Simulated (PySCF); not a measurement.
# BF (SMILES [B]F): BHLYP/def2-TZVPPD

Aim: the vertical electron affinity of BF at BHLYP/def2-TZVPPD, from 2 runs. Input form: a Python script.

Program for the calculation: PySCF 2.14.0.

4 further runs of the same task are left out: 4 set aside as unsound or not needed.

## (1) The structure to begin with

BF: 2 atoms, total charge 0, spin state singlet. SMILES: `[B]F`. Geometry: relaxed at PBE0-D4/def2-TZVP.

Bond lengths: B1–F2 1.263 Å.

## (2) The energy at BHLYP/def2-TZVPPD

Input file calc.py:

```python
# 13768-60-0
from pyscf import gto, dft

molecule = gto.Mole()
molecule.atom = 'B 0.000000 -0.000000 -0.009350; F -0.000000 0.000000 1.253740'
molecule.max_memory = 1860
molecule.basis = 'def2-tzvppd'
molecule.verbose = 4
molecule.spin = 0
molecule.build()

myscf = dft.RKS(molecule, xc='bhandhlyp')
myscf.grids.level = 5
myscf.conv_tol = 1e-10
myscf.kernel()
if not myscf.converged:
    myscf = myscf.newton().run(myscf.mo_coeff, myscf.mo_occ)

e_final = myscf.e_tot
print('E = %.10f Eh' % e_final)
```

Started as:

```bash
$ OMP_NUM_THREADS=1 python calc.py
```

The log of the run:

```text
PySCF version 2.14.0

[INPUT] num. atoms = 2
[INPUT] num. electrons = 14
[INPUT] charge = 0
[INPUT] spin (= nelec alpha-beta = 2S) = 0
[INPUT] symmetry False subgroup None
[INPUT] Mole.unit = angstrom
[INPUT] Symbol           X                Y                Z      unit          X                Y                Z       unit  Magmom
[INPUT]  1 B      0.000000000000   0.000000000000  -0.009350000000 AA    0.000000000000   0.000000000000  -0.017668939265 Bohr   0.0
[INPUT]  2 F      0.000000000000   0.000000000000   1.253740000000 AA    0.000000000000   0.000000000000   2.369225231412 Bohr   0.0

nuclear repulsion = 18.8529514851673
number of shells = 27
number of NR pGTOs = 107
number of NR cGTOs = 77
basis = def2-tzvppd
ecp = {}

******** <class 'pyscf.dft.rks.RKS'> ********
method = RKS
initial guess = minao
damping factor = 0
level_shift factor = 0
DIIS = <class 'pyscf.scf.diis.CDIIS'>
diis_start_cycle = 1
diis_space = 8
diis_damp = 0
SCF conv_tol = 1e-10
SCF conv_tol_grad = None
SCF max_cycles = 50
direct_scf = True
direct_scf_tol = 1e-13
XC library pyscf.dft.libxc version 7.0.0
    S. Lehtola, C. Steigemann, M. J.T. Oliveira, and M. A.L. Marques.,  SoftwareX 7, 1–5 (2018)
XC functionals = bhandhlyp
    Defined through Gaussian implementation.
radial grids:
    Treutler-Ahlrichs [JCP 102, 346 (1995); DOI:10.1063/1.469408] (M4) radial grids

becke partition: Becke, JCP 88, 2547 (1988); DOI:10.1063/1.454033
pruning grids: <function nwchem_prune>
grids dens level: 5
symmetrized grids: False
atomic radii adjust function: <function treutler_atomic_radii_adjust>
small_rho_cutoff = 0
Set gradient conv threshold to 1e-05
Initial guess from minao.
tot grids = 87040
init E= -124.747166338133
  HOMO = -0.290691967958708  LUMO = -0.0185818501306168  gap/eV = 7.40449
cycle= 1 E= -124.641709318921  delta_E= 0.105  |g|= 0.418  |ddm|= 0.954
  HOMO = -0.360144914363147  LUMO = -0.0102348328925367  gap/eV = 9.52154
cycle= 2 E= -124.628598289179  delta_E= 0.0131  |g|= 0.544  |ddm|= 0.39
  HOMO = -0.342984515124233  LUMO = -0.00533626609358345  gap/eV = 9.18788
cycle= 3 E= -124.671424984345  delta_E= -0.0428  |g|= 0.0153  |ddm|= 0.203
  HOMO = -0.337515579262814  LUMO = -0.000871773596576886  gap/eV = 9.16054
cycle= 4 E= -124.671491006592  delta_E= -6.6e-05  |g|= 0.00507  |ddm|= 0.0292
  HOMO = -0.338729659102611  LUMO = -0.00188530387091233  gap/eV = 9.16600
cycle= 5 E= -124.671496293482  delta_E= -5.29e-06  |g|= 0.000712  |ddm|= 0.00694
  HOMO = -0.338805212749175  LUMO = -0.00199425639755415  gap/eV = 9.16509
cycle= 6 E= -124.671496410547  delta_E= -1.17e-07  |g|= 9.43e-05  |ddm|= 0.00165
  HOMO = -0.338808005334979  LUMO = -0.00199609326067176  gap/eV = 9.16512
cycle= 7 E= -124.671496412671  delta_E= -2.12e-09  |g|= 6.75e-06  |ddm|= 0.000193
  HOMO = -0.338808516681077  LUMO = -0.00199669008341286  gap/eV = 9.16512
cycle= 8 E= -124.671496412688  delta_E= -1.66e-11  |g|= 8.77e-07  |ddm|= 9.84e-06
  HOMO = -0.338808398870533  LUMO = -0.00199659339111773  gap/eV = 9.16512
Extra cycle  E= -124.671496412687  delta_E= 1.42e-13  |g|= 7.62e-07  |ddm|= 1.36e-06
converged SCF energy = -124.671496412687
E = -124.6714964127 Eh
```

Wall time 3.3 s (1 thread of Arm Neoverse V2, shared host); peak memory 0.35 GiB.

## (3) The doublet anion, same level

Input file calc.py:

```python
from pyscf import gto, dft

molecule = gto.Mole()
molecule.atom = '''
B      0.000000     0.000000    -0.009350
F      0.000000     0.000000     1.253740
'''
molecule.basis = 'def2-tzvppd'
molecule.spin = 1
molecule.verbose = 3
molecule.max_memory = 1860
molecule.charge = -1
molecule.build()

calc0 = dft.UKS(molecule, xc='bhandhlyp')
calc0.conv_tol = 1e-10
calc0.grids.level = 5
calc0.kernel()
if not calc0.converged:
    calc0 = calc0.newton().run(calc0.mo_coeff, calc0.mo_occ)

e_final = calc0.e_tot
print(f'total energy: {e_final:.8f} hartree')
```

Started as:

```bash
$ OMP_NUM_THREADS=1 python calc.py
```

The log of the run:

```text
WARN: HOMO -0.0185818501306323 >= LUMO -0.0185818501306224

converged SCF energy = -124.626955834451  <S^2> = 0.75612526  2S+1 = 2.0061159
total energy: -124.62695583 hartree
```

It took 6.9 s on 1 thread of Arm Neoverse V2, shared host; peak memory 0.36 GiB.

## (4) Results

Level: BHLYP/def2-TZVPPD.

| quantity | value |
| --- | --- |
| singlet BF: total energy | -124.67150 Eh |
| singlet BF: dipole moment | 0.90 D |
| singlet BF: HOMO energy | -9.22 eV |
| singlet BF: LUMO energy | -0.05 eV |
| singlet BF: HOMO–LUMO gap | 9.17 eV |
| doublet anion: total energy | -124.62696 Eh |
| doublet anion: HOMO energy (highest over α and β) | 2.43 eV |
| doublet anion: LUMO energy (lowest over α and β) | 4.72 eV |
| doublet anion: ⟨S²⟩ | 0.756 |
| vertical electron affinity (to the doublet anion) | -1.212 eV |

In words: The anion lies 1.21 eV (28 kcal/mol) above the neutral: the electron isn't bound at this level, and such a value depends on the basis. The HOMO (doublet anion) lies at positive energy, 2.43 eV; only total energies tell whether the electron is bound.
